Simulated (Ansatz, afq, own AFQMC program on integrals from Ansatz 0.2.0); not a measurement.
**CH2O, singlet → CH$_{2}$O, triplet**

```yaml
atoms:
  - { symbol: C, position_ang: [0.0010, 0.0008, 0.0012] }
  - { symbol: O, position_ang: [0.6965, 0.5477, 0.8062] }
  - { symbol: H, position_ang: [-0.5500, 0.5605, -0.7970] }
  - { symbol: H, position_ang: [-0.1476, -1.1091, -0.0103] }
```

Connectivity, by distances: CH2–O.

E(triplet, charge +0) − E(singlet, charge +0) at this geometry, on RHF and UHF determinants.

Basis def2-TZVP. Only valence electrons are correlated. Integrals, coupled cluster, full CI and functionals: Ansatz 0.2.0; the random walks run on the same integrals in our own AFQMC program. The CISD trial takes its coefficients from CCSD amplitudes. Released means that phaseless walkers are propagated on without the constraint, phases kept. Error bars are statistical, one sigma. The errors of all members are added in quadrature.

No full CI on the walks' own integrals is used here; CCSDT(Q) serves as the reference and is uncertain by about the last step of the cluster series. Each member takes its own surest rung, up to full CI.

Errors are counted within def2-TZVP, not against nature.

Cautions: CH₂O (triplet): another spin lies lower.

Reference (CCSDT(Q)): 356.1 kJ/mol.

```
         level  vertical spin gap (kJ/mol)  error against CCSDT(Q) (kJ/mol)
            HF                       254.8                           -101.3
           MP2                       393.4                             37.2
          CCSD                       347.7                             -8.5
       CCSD(T)                       356.9                              0.8
         CCSDT                       355.1                             -1.0
 ph-AFQMC/CISD                 356.8 ± 0.8                        0.7 ± 0.8
released AFQMC                 355.2 ± 1.1                       -0.9 ± 1.1
```

Correlation beyond CCSD(T) takes off 0.8 kJ/mol. The perturbative (T) step is worth +9.3 kJ/mol.

A walk keeps the symmetry of its determinant, which the program's search chose and which needn't be the lowest solution, so a lower state of the same spin and another symmetry isn't excluded. Released energies are given only where the last usable release times agree within the noise; a slower fall can still hide under it.
